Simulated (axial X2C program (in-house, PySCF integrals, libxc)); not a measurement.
**Potential curves of MgSi⁺, 2c**

All values were computed with an in-house relativistic program for diatomic molecules. Two-component (2c) means X2C with spin–orbit coupling and atomic mean-field two-electron Coulomb and Gaunt terms. Basis: Si dyall-v3z [8s7p2d1f], Mg dyall-cv3z [9s8p6d3f] (cores contracted in-house); Gaussian nuclei, density fitting, unrestricted open shells. Masses: Si 27.977 u, Mg 23.985 u.

State: Ω = 1/2 (⟨Sz⟩ = -0.50, ⟨Lz⟩ = 1.00 at HF). Energies in eV from the fragments at the same level (Si + Mg+). Fits are polynomials in 1 − R0/R over 0.85 to 1.23 times the lowest point R0.

```
 R (Å)  CCSD(T)
2.4652  -1.5767
2.5465  -1.6679
2.6277  -1.7166
2.7090  -1.7327
2.8038  -1.7203
2.8986  -1.6834
3.0205  -1.6110
```

Correlated methods: 5 electrons correlated (number of frozen shells: Si 2 s, 1 p; Mg 2 s, 1 p), 215 virtual spin orbitals or spinors in MP2, 84 natural virtuals in coupled cluster.

Occupations by symmetry block were frozen at the best pattern of an incomplete PBE0 search. De is counted from the lowest determinant-based energies of the atoms at the same level, without counterpoise correction. Coupled cluster ran in a truncated set of natural virtual spinors; the MP2 energy of the rest was added. (T) has no such correction and the atoms are truncated less, which lowers De at CCSD(T) by a hundredth of an eV or more. In 2c an atomic determinant is not the ground J level, so De misses part of the atomic spin–orbit lowering. This holds for CCSD(T). Coupled cluster ran on the points near the minimum only. MP2 and coupled cluster on one determinant become unreliable at the stretched end.

(1) Fit the CCSD(T) curve near its minimum: give the equilibrium distance, the harmonic wavenumber and the well depth.

Answers

(1) At CCSD(T), 2c: Re = 2.717 Å, ωe ≈ 278 cm⁻¹, De = 1.73 eV to Si + Mg+; Be follows as 0.177 cm⁻¹.
